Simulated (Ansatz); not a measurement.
**C₂HAl+ (doublet): from Hartree-Fock to the top rungs, cc-pVTZ**

The task here is to estimate one member of a computed series from the others.

Method: cc-pVTZ, core rule «outside noble gas», up to 7 orbitals frozen; program: Ansatz 0.2.0, Gaussian basis.

Plan: UHF; CCSD(T) on ROHF; CCSD(T) on UHF; BCCD(T) on ROHF; CCSDT(Q) on ROHF; CCSDT(Q) on UHF.

3 further runs of the same task are left out: 3 set aside as unsound or not needed.

### The system

The geometry is a PBE0/def2-TZVP stationary point (not a proven minimum) of the parent state, kept for this charge and spin.

4 atoms, charge 1, spin multiplicity 2.

Atoms are counted from 1 here; the program's logs count them from 0.

Bond lengths: Al1–C3 1.968 Å, C2–C3 1.216 Å, C2–H4 1.067 Å. Angles: C3–C2–H4 180.0°, Al1–C3–C2 180.0°.

Geometry (Å):

```xyz
4
C2HAl
Al    0.00000    0.00000    2.35058
C     0.00000    0.00000   -0.83293
C     0.00000    0.00000    0.38277
H     0.00000    0.00000   -1.90043
```

Set-up of the first run:

in.yaml reads:

```yaml
crystal:
  periodic: [false, false, false]
  atoms:
    - {symbol: Al, position_ang: [0.000000, 0.000000, 2.350575]}
    - {symbol: C, position_ang: [0.000000, 0.000000, -0.832925]}
    - {symbol: C, position_ang: [0.000000, 0.000000, 0.382775]}
    - {symbol: H, position_ang: [0.000000, 0.000000, -1.900425]}
basis:
  gaussian: {orbitals: cc-pVTZ}
total_charge: 1
magnetization: {spin_polarized: true, initial_magnetization: 1}
hamiltonian: {xc: hf}
output: {orbitals: {seedname: orbitals}}
```

The run is started by

```bash
$ ansatz run in.yaml --threads 1 --pin off --events-out ev --progress --plain --max-ram 4096MiB --backend cpu
```

Steps of the session up to this table: UHF; CCSD(T) on ROHF; CCSD(T) on UHF; BCCD(T) on ROHF; CCSDT(Q) on ROHF; CCSDT(Q) on UHF.

One of the session's tables, all rows but one given; the rest of the session is left out.

```
   method  from RCCSDT(Q) (meV)
     ROHF               +9674.9
      UHF               +9601.2
     RMP2                +873.4
     UMP2               +1105.1
    RCCSD                +598.9
    UCCSD                +596.1
 RCCSD(T)                     ?
 UCCSD(T)                 +58.6
  BCCD(T)                 +47.4
   RCCSDT                 +46.2
   UCCSDT                 +44.1
RCCSDT(Q)                     0
UCCSDT(Q)                  -3.7
```

Estimate the missing values for RCCSD(T).

The run gave: from RCCSDT(Q) (meV): +49.7. In the column «from RCCSDT(Q) (meV)» it lies between BCCD(T) (+47.4) and UCCSD(T) (+58.6).

Caveats from the session: Restricted and unrestricted rows rest on different reference determinants; where their highest levels disagree by more than a few hundredths of an eV, they describe different states and don't form one ladder.
